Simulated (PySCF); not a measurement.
C4H4O2.
Numbering: `[OH:1][c:2]1[cH:3][cH:4][o:5][cH:6]1` (hydrogens: H7 on O1; H8 on C3; H9 on C4; H10 on C6)

Computed by this run: PySCF 2.14.0, PBE0-D3(BJ)/def2-SVP geometry optimisation, gas phase; density fitting, grid level 1; the optimiser is geomeTRIC in internal coordinates, started from a GFN2-xTB structure.

Step 0: E = -8290.8110 eV
```
atom  x, y, z in Å  |  force x, y, z in eV/Å
O1      2.0548   -0.0241   -0.0690   -0.359  -0.030   0.042
C2      0.7103   -0.1188    0.0915    0.597  -0.023  -0.102
C3     -0.1640    0.8233    0.6974   -0.153  -0.217  -0.089
C4     -1.4065    0.2746    0.6152    0.237  -0.022  -0.044
O5     -1.3627   -0.9188    0.0128   -0.106   0.059   0.044
C6     -0.0748   -1.1620   -0.3080    0.259   0.184   0.052
H7      2.3547    0.8134    0.3013   -0.066  -0.105  -0.042
H8      0.1021    1.7676    1.1280    0.107   0.593   0.279
H9     -2.3640    0.6301    0.9404   -0.569   0.113   0.144
H10     0.1591   -2.0806   -0.8033    0.054  -0.552  -0.284
```

Task: Estimate the geometry and energy of step 1. (The exact step hangs on the optimiser's Hessian estimate; all steps are aligned on step 0, rigid shifts and turns removed.)

Result: E = -8290.8360 eV, largest force 0.146 eV/Å
```
atom  x, y, z in Å  |  force x, y, z in eV/Å
O1      2.0525   -0.0326   -0.0715    0.052   0.030   0.001
C2      0.7189   -0.1147    0.0909   -0.022  -0.036  -0.004
C3     -0.1635    0.8335    0.7011    0.068   0.121   0.046
C4     -1.4069    0.2806    0.6184   -0.106  -0.055  -0.008
O5     -1.3555   -0.9137    0.0141    0.038   0.003  -0.005
C6     -0.0615   -1.1625   -0.3114   -0.079  -0.060  -0.016
H7      2.3614    0.8001    0.2960    0.009   0.004  -0.001
H8      0.0974    1.7965    1.1403   -0.017  -0.046  -0.018
H9     -2.3900    0.6184    0.9417    0.056  -0.005  -0.016
H10     0.1561   -2.1009   -0.8134    0.000   0.044   0.022
```

The energy changes by -0.0250 eV. The first-order estimate −F·Δx gives -0.0546 eV and the mean of the old and new forces, exact on a quadratic surface, -0.0252 eV. The step makes an angle of 46° with the force vector and moves no atom by more than 0.032 Å.

What follows is the cost of the whole optimisation. Hardware: Arm Neoverse V2, one thread, no GPU, shared host. Cost: 15 s of wall time.
